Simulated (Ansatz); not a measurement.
# AlCl2H: the cost of one run

Program: Ansatz 0.2.0. Level of theory: RKS r2SCAN/cc-pVDZ. These are calculated values, not measurements.

## 1. The starting structure

Bond lengths: Al1–Cl2 2.230 Å, Al1–Cl3 2.230 Å, Al1–H4 1.560 Å. Angles: Cl2–Al1–Cl3 120.0°, Cl2–Al1–H4 120.0°, Cl3–Al1–H4 120.0°.

Coordinates:

```xyz
4

Al    0.0000    0.0000    0.0000
Cl    0.0000    0.0000    2.2300
Cl    1.9312    0.0000   -1.1150
H    -1.3510    0.0000   -0.7800
```

## 2. Preparing the start

File input.yaml:

```yaml
crystal:
  periodic: [false, false, false]
  atoms:
    - { symbol: Al, position_ang: [0.0, 0.0, 0.0] }
    - { symbol: Cl, position_ang: [0.0, 0.0, 2.23] }
    - { symbol: Cl, position_ang: [1.9312, 0.0, -1.115] }
    - { symbol: H, position_ang: [-1.351, 0.0, -0.78] }
basis:
  gaussian: { orbitals: cc-pVDZ }
hamiltonian:
  xc: r2scan
relax:
  f_tol: 0.02
  max_steps: 40
```

Started as:

```
$ ansatz run input.yaml --threads 1 --pin off --max-ram 2048MiB --backend cpu --events-out ev --progress --plain --runs-dir out
```

**Question.** How long does this run take on 1 thread of Arm Neoverse V2, shared host, and how much memory does it need?

About 15 s, with a peak of 0.13 GiB.
